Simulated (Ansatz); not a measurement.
Barrier HO + CH4 (SMILES C) via CH5O, on the benchmark's geometries as Psi4's copy gives them; open shells unrestricted, no zero-point energy, no spin–orbit coupling.
Transition structure (charge 0, multiplicity 2):
```xyz
7

C     -1.21149     0.00797     0.00041
O      1.29397    -0.10869     0.00013
H      0.00948    -0.11802     0.00280
H     -1.52553    -0.23325     1.01007
H     -1.43067     1.03323    -0.27808
H     -1.55271    -0.71011    -0.73770
H      1.41664     0.84989    -0.00059
```

Cores are frozen in the correlated methods. CBS(a, b) extrapolates the correlation energy as X⁻³ and adds the Hartree–Fock energy of set b. MP2 and its Hartree–Fock in aug-cc-pVQZ are density fitted.

Run with Ansatz (Gaussian basis) for Hartree–Fock, density functionals and correlated methods. 

Barrier heights (kcal/mol): PBE/def2-TZVPPD -5.28; B3LYP/def2-TZVPPD 2.28; wB97M-V/def2-TZVPPD 5.05; MP2/CBS(aug-cc-pVTZ, aug-cc-pVQZ) + ΔCCSD(T)/aug-cc-pVDZ 6.29.

**Question.** With all else equal, by what factor does exp(−ΔE‡/RT) at 298.15 K differ from its value at MP2/CBS(aug-cc-pVTZ, aug-cc-pVQZ) + ΔCCSD(T)/aug-cc-pVDZ?

**Answer.** 
RT = 0.5925 kcal/mol, so the factor is exp(−(ΔE‡ − 6.29)/RT): PBE/def2-TZVPPD 3e+08; B3LYP/def2-TZVPPD 870; wB97M-V/def2-TZVPPD 8. Each 1.36 kcal/mol is a factor of ten. MP2/CBS(aug-cc-pVTZ, aug-cc-pVQZ) + ΔCCSD(T)/aug-cc-pVDZ is the comparison, a level with limits of its own.

Ansatz is a first-principles code.
